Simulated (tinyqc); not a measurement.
Worked calculation: UKS/LDA (PW92) in the sto-3g basis, for CH2, spin multiplicity 3. One step of it, computed by the program tinyqc.

Problem. Iteration 1: diagonalisation and new density. Diagonalise F' = X^T F X, C = X C', fill 5 alpha and 3 beta electrons from the bottom; D(s) = C_occ C_occ^T. Each column has its largest component positive (the first on a tie).

F(alpha) (hartree), order 1C 1s, 1C 2s, 1C 2px, 1C 2py, 1C 2pz, 2H 1s, 3H 1s:
$$\begin{pmatrix}
-9.551810 & -2.658351 & 0.000000 & -0.000043 & -0.000688 & -0.279814 & -0.266548 \\
-2.658351 & -1.126777 & 0.000000 & -0.001028 & -0.024520 & -0.277272 & -0.267356 \\
0.000000 & 0.000000 & -0.066991 & 0.000000 & 0.000000 & 0.000000 & 0.000000 \\
-0.000043 & -0.001028 & 0.000000 & -0.100175 & -0.000772 & -0.145262 & 0.141265 \\
-0.000688 & -0.024520 & 0.000000 & -0.000772 & -0.087116 & -0.115987 & -0.113027 \\
-0.279814 & -0.277272 & 0.000000 & -0.145262 & -0.115987 & -0.176382 & -0.057757 \\
-0.266548 & -0.267356 & 0.000000 & 0.141265 & -0.113027 & -0.057757 & -0.172392
\end{pmatrix}$$

F(beta) (hartree), order 1C 1s, 1C 2s, 1C 2px, 1C 2py, 1C 2pz, 2H 1s, 3H 1s:
$$\begin{pmatrix}
-9.237593 & -2.614055 & 0.000000 & -0.000041 & -0.000695 & -0.275184 & -0.262137 \\
-2.614055 & -1.063035 & 0.000000 & -0.000984 & -0.023075 & -0.262382 & -0.253053 \\
0.000000 & 0.000000 & -0.004389 & 0.000000 & 0.000000 & 0.000000 & 0.000000 \\
-0.000041 & -0.000984 & 0.000000 & -0.035641 & -0.000744 & -0.133196 & 0.129643 \\
-0.000695 & -0.023075 & 0.000000 & -0.000744 & -0.023348 & -0.106401 & -0.103778 \\
-0.275184 & -0.262382 & 0.000000 & -0.133196 & -0.106401 & -0.129367 & -0.055143 \\
-0.262137 & -0.253053 & 0.000000 & 0.129643 & -0.103778 & -0.055143 & -0.125565
\end{pmatrix}$$

X, order 1C 1s, 1C 2s, 1C 2px, 1C 2py, 1C 2pz, 2H 1s, 3H 1s:
$$\begin{pmatrix}
1.025619 & -0.138960 & 0.000000 & -0.000232 & -0.006314 & 0.018122 & 0.017604 \\
-0.138960 & 1.101118 & 0.000000 & 0.002177 & 0.050031 & -0.170452 & -0.163683 \\
0.000000 & 0.000000 & 1.000000 & 0.000000 & 0.000000 & 0.000000 & 0.000000 \\
-0.000232 & 0.002177 & 0.000000 & 1.054882 & 0.001280 & -0.145975 & 0.141179 \\
-0.006314 & 0.050031 & 0.000000 & 0.001280 & 1.032559 & -0.111075 & -0.107370 \\
0.018122 & -0.170452 & 0.000000 & -0.145975 & -0.111075 & 1.083762 & -0.011269 \\
0.017604 & -0.163683 & 0.000000 & 0.141179 & -0.107370 & -0.011269 & 1.078398
\end{pmatrix}$$

Give: F' = X^T F X; orbital energies; coefficients C; F' = X^T F X; orbital energies; coefficients C; D(alpha) after iteration 1; D(beta) after iteration 1.

Solution.

F' = X^T F X (alpha) (hartree):
$$\begin{pmatrix}
-9.3290 & -1.4468 & 0.0000 & -0.0005 & -0.0166 & -0.0015 & 0.0006 \\
-1.4468 & -0.5741 & 0.0000 & 0.0012 & 0.0277 & -0.1450 & -0.1390 \\
0.0000 & 0.0000 & -0.0670 & 0.0000 & 0.0000 & 0.0000 & 0.0000 \\
-0.0005 & 0.0012 & 0.0000 & -0.0295 & 0.0008 & -0.1398 & 0.1353 \\
-0.0166 & 0.0277 & 0.0000 & 0.0008 & -0.0456 & -0.1060 & -0.1024 \\
-0.0015 & -0.1450 & 0.0000 & -0.1398 & -0.1060 & -0.0648 & -0.0131 \\
0.0006 & -0.1390 & 0.0000 & 0.1353 & -0.1024 & -0.0131 & -0.0680
\end{pmatrix}$$

orbital energies (alpha) (hartree): MO1 -9.5620, MO2 -0.4529, MO3 -0.2363, MO4 -0.1537, MO5 -0.0670, MO6 0.1388, MO7 0.1552

coefficients C (alpha), order 1C 1s, 1C 2s, 1C 2px, 1C 2py, 1C 2pz, 2H 1s, 3H 1s:
$$\begin{pmatrix}
0.9905 & -0.2473 & 0.0034 & 0.1231 & 0.0000 & 0.1128 & -0.0404 \\
0.0371 & 0.8381 & -0.0144 & -0.5141 & 0.0000 & -0.5333 & 0.1934 \\
0.0000 & 0.0000 & 0.0000 & 0.0000 & 1.0000 & 0.0000 & 0.0000 \\
0.0001 & 0.0041 & 0.5748 & -0.0025 & 0.0000 & 0.2924 & 0.8591 \\
0.0025 & 0.0879 & 0.0054 & 0.7070 & 0.0000 & -0.7233 & 0.2487 \\
-0.0066 & 0.2271 & 0.4633 & 0.3465 & 0.0000 & 0.4232 & -0.8199 \\
-0.0063 & 0.2178 & -0.4652 & 0.3580 & 0.0000 & 0.8270 & 0.3816
\end{pmatrix}$$

F' = X^T F X (beta) (hartree):
$$\begin{pmatrix}
-9.0096 & -1.4511 & 0.0000 & -0.0005 & -0.0178 & 0.0017 & 0.0037 \\
-1.4511 & -0.5118 & 0.0000 & 0.0013 & 0.0306 & -0.1468 & -0.1408 \\
0.0000 & 0.0000 & -0.0044 & 0.0000 & 0.0000 & 0.0000 & 0.0000 \\
-0.0005 & 0.0013 & 0.0000 & 0.0370 & 0.0009 & -0.1424 & 0.1379 \\
-0.0178 & 0.0306 & 0.0000 & 0.0009 & 0.0193 & -0.1078 & -0.1043 \\
0.0017 & -0.1468 & 0.0000 & -0.1424 & -0.1078 & -0.0172 & -0.0136 \\
0.0037 & -0.1408 & 0.0000 & 0.1379 & -0.1043 & -0.0136 & -0.0205
\end{pmatrix}$$

orbital energies (beta) (hartree): MO1 -9.2507, MO2 -0.3912, MO3 -0.1834, MO4 -0.0949, MO5 -0.0044, MO6 0.2004, MO7 0.2169

coefficients C (beta), order 1C 1s, 1C 2s, 1C 2px, 1C 2py, 1C 2pz, 2H 1s, 3H 1s:
$$\begin{pmatrix}
0.9890 & -0.2465 & 0.0032 & 0.1322 & 0.0000 & 0.1167 & -0.0422 \\
0.0427 & 0.8167 & -0.0133 & -0.5404 & 0.0000 & -0.5386 & 0.1974 \\
0.0000 & 0.0000 & 0.0000 & 0.0000 & 1.0000 & 0.0000 & 0.0000 \\
0.0001 & 0.0040 & 0.5543 & -0.0008 & 0.0000 & 0.2999 & 0.8700 \\
0.0029 & 0.0889 & 0.0040 & 0.6929 & 0.0000 & -0.7344 & 0.2552 \\
-0.0076 & 0.2464 & 0.4763 & 0.3527 & 0.0000 & 0.4147 & -0.8085 \\
-0.0073 & 0.2368 & -0.4804 & 0.3628 & 0.0000 & 0.8154 & 0.3717
\end{pmatrix}$$

D(alpha) after iteration 1, order 1C 1s, 1C 2s, 1C 2px, 1C 2py, 1C 2pz, 2H 1s, 3H 1s:
$$\begin{pmatrix}
1.0575 & -0.2338 & 0.0000 & 0.0008 & 0.0678 & -0.0184 & -0.0177 \\
-0.2338 & 0.9683 & 0.0000 & -0.0036 & -0.2897 & 0.0053 & 0.0049 \\
0.0000 & 0.0000 & 1.0000 & 0.0000 & 0.0000 & 0.0000 & 0.0000 \\
0.0008 & -0.0036 & 0.0000 & 0.3304 & 0.0017 & 0.2663 & -0.2674 \\
0.0678 & -0.2897 & 0.0000 & 0.0017 & 0.5075 & 0.2674 & 0.2697 \\
-0.0184 & 0.0053 & 0.0000 & 0.2663 & 0.2674 & 0.3863 & -0.0420 \\
-0.0177 & 0.0049 & 0.0000 & -0.2674 & 0.2697 & -0.0420 & 0.3921
\end{pmatrix}$$

D(beta) after iteration 1, order 1C 1s, 1C 2s, 1C 2px, 1C 2py, 1C 2pz, 2H 1s, 3H 1s:
$$\begin{pmatrix}
1.0390 & -0.1592 & 0.0000 & 0.0009 & -0.0190 & -0.0667 & -0.0672 \\
-0.1592 & 0.6690 & 0.0000 & -0.0041 & 0.0727 & 0.1946 & 0.1995 \\
0.0000 & 0.0000 & 0.0000 & 0.0000 & 0.0000 & 0.0000 & 0.0000 \\
0.0009 & -0.0041 & 0.0000 & 0.3072 & 0.0026 & 0.2650 & -0.2653 \\
-0.0190 & 0.0727 & 0.0000 & 0.0026 & 0.0079 & 0.0238 & 0.0191 \\
-0.0667 & 0.1946 & 0.0000 & 0.2650 & 0.0238 & 0.2876 & -0.1704 \\
-0.0672 & 0.1995 & 0.0000 & -0.2653 & 0.0191 & -0.1704 & 0.2870
\end{pmatrix}$$
